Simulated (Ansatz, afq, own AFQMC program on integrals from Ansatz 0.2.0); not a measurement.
# Al$_{2}$, triplet: AFQMC among the cluster methods

```xyz
2

Al    0.0000    0.0000    0.0000
Al    0.0000    0.0000    1.9580
```

Basis cc-pVDZ. Noble-gas cores (and the filled d shells of Ga–Kr and In–Xe) are frozen. Integrals, coupled cluster, full CI and functionals: Ansatz 0.2.0; the random walks run on the same integrals in our own AFQMC program. ph-AFQMC/CISD is guided by a CISD state made of CCSD amplitudes; releasing the constraint for a short imaginary time cuts its bias at the price of noise, slowly where states lie close. Error bars are statistical, one sigma.

Determinant: ROHF, the one that the program's search chose, which needn't be the lowest solution. The geometry is a point of a scan.

Full CI on the same integrals is exact in this basis and with this determinant's frozen core.

Cautions: lower spins were not checked; a spin-contaminated unrestricted determinant lies lower (UHF 364 meV lower, ⟨S²⟩ 2.62); (T) is large, 6 % of the CCSD correlation; the released energies are still falling, so no released level is given (meV from the phaseless value at times in 1/Eh: -3 ± 4 at 0.24, -9 ± 4 at 0.51, -15 ± 3 at 0.99, -22 ± 3 at 1.62, -27 ± 3 at 2.40).

- T1 diagnostic: 0.0266
- weight of the determinant in the CISD state: 0.856
- size of the correlated space: 6 electrons in 26 orbitals

Reference: full CI, correlation energy -3.527 eV.

| level | E − E(reference) (meV) | share of correlation (%) |
| --- | --- | --- |
| HF | 3526.7 | 0.00 |
| MP2 | 903.2 | 74.39 |
| CCSD | 261.2 | 92.59 |
| CCSD(T) | 61.5 | 98.26 |
| CCSDT | 17.4 | 99.51 |
| CCSDT(Q) | 3.3 | 99.91 |
| CCSDTQ | 0.8 | 99.98 |
| ph-AFQMC/CISD | 38.1 ± 4.0 | 98.92 |

CCSDT and higher add their correlation energy to the determinant of the CCSD(T) run, since their own runs factorise the integrals more tightly (a shift of under 2 meV). A walk keeps the symmetry of its determinant, which the program's search chose and which needn't be the lowest solution, so a lower state of the same spin and another symmetry isn't excluded.
